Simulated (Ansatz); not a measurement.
Cubic perovskite SrTiO₃ (cubic form, which distorts at low temperature), treated with PBEsol (Ansatz, a quantum-chemistry and plane-wave program, plane waves, PAW).

Numerical settings: plane-wave cutoff 520 eV, 10×10×10 k mesh, Fermi–Dirac smearing 0.01 eV, no spin polarisation, scalar-relativistic PAW data made under PBE.

A third-order Birch–Murnaghan fit to the energies gives V0 = 11.783 Å³/atom, B0 = 186 GPa, B′ = 4.4.

```json
[
 {"V (Å³/atom)": "11.075", "P (GPa)": "13.18"},
 {"V (Å³/atom)": "11.311", "P (GPa)": "___"},
 {"V (Å³/atom)": "11.547", "P (GPa)": "___"},
 {"V (Å³/atom)": "11.782", "P (GPa)": "0.00"},
 {"V (Å³/atom)": "12.018", "P (GPa)": "-3.52"},
 {"V (Å³/atom)": "12.254", "P (GPa)": "-6.68"},
 {"V (Å³/atom)": "12.489", "P (GPa)": "___"}
]
```

Problem. Estimate the withheld pressures from this fit; the answers are the runs' own values.

Solution. 
- 11.311, P (GPa): 8.30
- 11.547, P (GPa): 3.93
- 12.489, P (GPa): -9.52

The formula P = (3/2) B0 (x^(7/3) − x^(5/3)) [1 + (3/4)(B′ − 4)(x^(2/3) − 1)] with x = V0/V meets the computed pressures within 0.04 GPa when these rounded values are put in.

Measured, for comparison: bulk modulus 172 GPa (room temperature, no zero-point or thermal correction, Murnaghan fit, our sources range from 165 to 179; as tabulated in Guennou et al. (2010), arXiv:0910.0710); equilibrium volume per atom 11.77 Å³/atom (0 K, cubic phase extrapolated to 0 K; as tabulated in Bilc et al. (2008), arXiv:0805.0753). Computed (rounded) less measured: bulk modulus +8 % (+4 % to +13 % over the range), equilibrium volume per atom +0.1 %. A static lattice is as a rule a little smaller and stiffer than an uncorrected measurement, which narrows the difference in the bulk modulus and would widen misses of the other sign.

Note: the relaxation could not lower the start's symmetry, so the cell can be a saddle point above a distorted one.

Static lattice: no zero-point or thermal effects.
